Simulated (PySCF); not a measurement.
Compound: hydrogen isocyanide, CHN.
InChI=1S/CHN/c1-2/h2H

The closed-shell ground state was solved at several levels (PySCF, density fitting, gas phase, non-relativistic). Isolated species at its PBE0-D3(BJ)/def2-TZVP geometry, gas phase.

```tsv
level	basis functions	total energy (Eh)	HOMO (eV)	LUMO (eV)	gap (eV)	dipole (D)
wB97X-D/pcSseg-2	86	-93.4038	-11.22	2.16	13.38	3.09
PBE0/pcSseg-2	86	-93.3232	-9.18	0.37	9.55	3.08
KT3/pcSseg-2	86	-94.8735	-7.83	-0.71	7.12	2.96
PBE0/aug-cc-pVTZ	115	-93.3217	-9.20	-0.18	9.02	3.08
B97-2/pcSseg-2	86	-93.4014	-8.91	0.30	9.21	3.05
```

Question: Estimate the row for CAM-B3LYP/aug-cc-pVTZ, a basis of 115 functions; the other rows only guide the guess.

Answer: Total energy -93.3937 Eh, HOMO -10.77 eV, LUMO 0.09 eV, gap 10.86 eV, dipole 3.08 D.

Question: Over all these levels, which gives the widest orbital gap and which the narrowest?

Answer: wB97X-D/pcSseg-2 (range-separated hybrid) has the widest, 13.38 eV, and KT3/pcSseg-2 (GGA) the narrowest, 7.12 eV. The two share the basis. From the narrowest to the widest the HOMO moves by -3.39 eV and the LUMO by +2.87 eV.

Question: In the pcSseg-2 basis, how does the gap go with the fixed share of exact exchange?

Answer: KT3 (0 %) 7.12 eV; B97-2 (21 %) 9.21 eV; PBE0 (25 %) 9.55 eV. Each rise in the share widens the gap here.

Question: How far do the dipole and the HOMO energy spread over the levels?

Answer: The dipole runs from 2.96 to 3.09 D (mean 3.06 D) and the HOMO from -11.22 to -7.83 eV.

Note: wB97X-D ran without an empirical dispersion term, which enters the total energy and its gradient alone.
